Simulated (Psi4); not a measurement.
**SiH2 (SMILES [SiH2]): BLYP/aug-cc-pVTZ**

Aim: the vertical electron affinity of SiH2 at BLYP/aug-cc-pVTZ, from 2 runs. 

The calculation is run with Psi4 1.11.

1 further run of the same task is left out (set aside as unsound or not needed).

**1. The structure to begin with**

SiH2 has 3 atoms, charge 0, and is taken as a singlet. As SMILES, `[SiH2]`. The coordinates come from a PBE0-D4/def2-TZVP relaxation.

Bond lengths: Si1–H2 1.525 Å, Si1–H3 1.525 Å. Angles: H2–Si1–H3 91.2°.

**2. Energy and forces at BLYP/aug-cc-pVTZ**

calc.inp

```
memory 2200 MB

molecule geom {
  Si    -0.491200     0.468600    -0.213600
  H      0.840300     0.578600     0.522500
  H     -0.349100    -1.047200    -0.308900
  symmetry c1
  no_reorient
  no_com
}

set basis aug-cc-pVTZ
set puream true
set e_convergence 1e-09
set d_convergence 1e-08
set scf_type pk
set dft_radial_points 99
set dft_spherical_points 590

e_tot, wfn = gradient("blyp", return_wfn=True)
oeprop(wfn, "MULLIKEN_CHARGES", "WIBERG_LOWDIN_INDICES", "QUADRUPOLE", title="BLYP")
print_variables()
```

On the command line:

```sh
$ psi4 -i calc.inp -o calc.out -n 1
```

calc.out:

```text
[...]
  Running in c1 symmetry.
[...]
  Nuclear repulsion =    9.956246036569164
[...]
  Multiplicity = 1
[...]
  Nalpha       = 8
  Nbeta        = 8
[...]
    Number of basis functions: 96
[...]
   @RKS iter   1:  -290.55595109775930   -2.90419e-01   3.38777e-03 ADIIS/DIIS
[...]
   @RKS iter   9:  -290.61776992939002   -1.36424e-12   5.70757e-10 DIIS
[...]
    Orbital Energies [Eh]
    ---------------------
    Doubly Occupied:
       1A    -65.515319     2A     -5.075881     3A     -3.502686
       4A     -3.492027     5A     -3.489015     6A     -0.455405
       7A     -0.287183     8A     -0.211391
[...]
  @RKS Final Energy:  -290.61776992939002
   => Energetics <=
    Nuclear Repulsion Energy =              9.9562460365691638
    One-Electron Energy =                -421.7061217518344165
    Two-Electron Energy =                 142.6826640302271016
    DFT Exchange-Correlation Energy =     -21.5505582443518655
    Empirical Dispersion Energy =           0.0000000000000000
    VV10 Nonlocal Energy =                  0.0000000000000000
    Total Energy =                       -290.6177699293900218
[...]
  -Total Gradient:
     Atom            X                  Y                   Z
    ------   -----------------  -----------------  -----------------
       1        0.003096600613    -0.002946612566     0.001347422596
       2       -0.002865033430    -0.000321681966    -0.001593564516
       3       -0.000231748269     0.003268468241     0.000246063282
[...]
 Multipole Moments:
 ------------------------------------------------------------------------------------
     Multipole            Electronic (a.u.)      Nuclear  (a.u.)        Total (a.u.)
 ------------------------------------------------------------------------------------
 L = 1.  Multiply by 2.5417464519 to convert [e a0] to [Debye]
 Dipole X            :         12.0801092          -12.0670351            0.0130741
 Dipole Y            :        -11.5242804           11.5118336           -0.0124467
 Dipole Z            :          5.2530797           -5.2473915            0.0056882
 Magnitude           :                                                    0.0189264
 L = 2.  Multiply by 1.3450342976 to convert [e a0^2] to [Debye ang]
 Quadrupole XX       :        -27.2513680           15.0193954          -12.2319726
 Quadrupole XY       :          9.2563753           -8.4658998            0.7904755
[...]
  Mulliken Charges: (a.u.)
   Center  Symbol    Alpha    Beta     Spin     Total
       1    SI     6.85624  6.85624  0.00000  0.28753
       2     H     0.57188  0.57188  0.00000 -0.14376
       3     H     0.57188  0.57188  0.00000 -0.14377
   Total alpha =  8.00000, Total beta =  8.00000, Total charge = -0.00000
  Wiberg Bond Indices using Orthogonal Lowdin Orbitals:
[...]
```

Run time: 14 s. Hardware: 1 thread of Intel Xeon 6975P-C (Granite Rapids), shared host; peak memory 1 GiB.

**3. The doublet anion**

job.in

```
memory 2.2 GB

molecule {
  -1 2
  Si
  H 1 1.525397
  H 1 1.525426 2 91.17418
  symmetry c1
  no_reorient
  no_com
}

set basis aug-cc-pVTZ
set reference uks
set puream true
set e_convergence 1e-09
set d_convergence 1e-08
set scf_type pk
set dft_radial_points 99
set dft_spherical_points 590
set maxiter 100

E, wfn = gradient('blyp', return_wfn=True)
oeprop(wfn, 'MAYER_INDICES', 'DIPOLE', 'WIBERG_LOWDIN_INDICES', title='BLYP')
print_variables()
```

On the command line:

```sh
$ psi4 job.in job.out -n 1
```

job.out:

```text
[...]
  Running in c1 symmetry.
[...]
  Nuclear repulsion =    9.956245088352896
[...]
  Multiplicity = 2
[...]
  Nalpha       = 9
  Nbeta        = 8
[...]
    Number of basis functions: 96
[...]
   @UKS iter   1:  -290.46736535727410   -2.01834e-01   5.07051e-03 DIIS/ADIIS
[...]
   @UKS iter  12:  -290.65563751014787   -1.13687e-12   6.60198e-09 DIIS
[...]
   @S^2 Observed:                7.540812712E-01
[...]
    Orbital Energies [Eh]
    ---------------------
    Alpha Occupied:
       1A    -65.254230     2A     -4.817082     3A     -3.239688
       4A     -3.235250     5A     -3.232812     6A     -0.226803
       7A     -0.067346     8A      0.007924     9A      0.060498
    Alpha Virtual:
      10A      0.106732    11A      0.135942    12A      0.139387
      13A      0.142675    14A      0.149146    15A      0.206332
      16A      0.217190    17A      0.219708    18A      0.222375
      19A      0.223845    20A      0.224588    21A      0.318566
      22A      0.324399    23A      0.337457    24A      0.338329
      25A      0.378386    26A      0.379946    27A      0.391328
[...]
  @UKS Final Energy:  -290.65563751014787
   => Energetics <=
    Nuclear Repulsion Energy =              9.9562450883528957
    One-Electron Energy =                -425.6860275947519199
    Two-Electron Energy =                 146.7945941980938471
    DFT Exchange-Correlation Energy =     -21.7204492018426727
    Empirical Dispersion Energy =           0.0000000000000000
    VV10 Nonlocal Energy =                  0.0000000000000000
    Total Energy =                       -290.6556375101478693
[...]
  -Total Gradient:
     Atom            X                  Y                   Z
    ------   -----------------  -----------------  -----------------
       1       -0.007629270544    -0.007482283136    -0.000000000000
       2       -0.001448994921     0.009118029853     0.000000000000
       3        0.009078670064    -0.001635351437     0.000000000000
[...]
 Multipole Moments:
 ------------------------------------------------------------------------------------
     Multipole            Electronic (a.u.)      Nuclear  (a.u.)        Total (a.u.)
 ------------------------------------------------------------------------------------
 L = 1.  Multiply by 2.5417464519 to convert [e a0] to [Debye]
 Dipole X            :          1.3343174           -1.3325372            0.0017803
 Dipole Y            :          1.3071877           -1.3054798            0.0017080
 Dipole Z            :         -0.0000000            0.0000000           -0.0000000
 Magnitude           :                                                    0.0024671
[...]
```

Wall time 16 s (1 thread of Intel Xeon 6975P-C (Granite Rapids), shared host); peak memory 1 GiB.

**4. What came out**

At BLYP/aug-cc-pVTZ:

| quantity | value |
| --- | --- |
| singlet SiH2: total energy | -290.61777 Eh |
| singlet SiH2: dipole moment | 0.05 D |
| singlet SiH2: HOMO energy | -5.75 eV |
| singlet SiH2: LUMO energy | -3.92 eV |
| singlet SiH2: HOMO–LUMO gap | 1.84 eV |
| singlet SiH2: largest force on an atom | 0.230 eV/Å |
| doublet anion: total energy | -290.65564 Eh |
| doublet anion: HOMO energy (highest over α and β) | 1.65 eV |
| doublet anion: LUMO energy (lowest over α and β) | 2.55 eV |
| doublet anion: ⟨S²⟩ | 0.754 |
| doublet anion: largest force on an atom | 0.549 eV/Å |
| vertical electron affinity (to the doublet anion) | 1.030 eV |

At fixed nuclei the extra electron is bound by 1.03 eV (24 kcal/mol). The HOMO (doublet anion) lies at positive energy, 1.65 eV, as semi-local functionals often give for anions; only total energies tell whether the electron is bound.
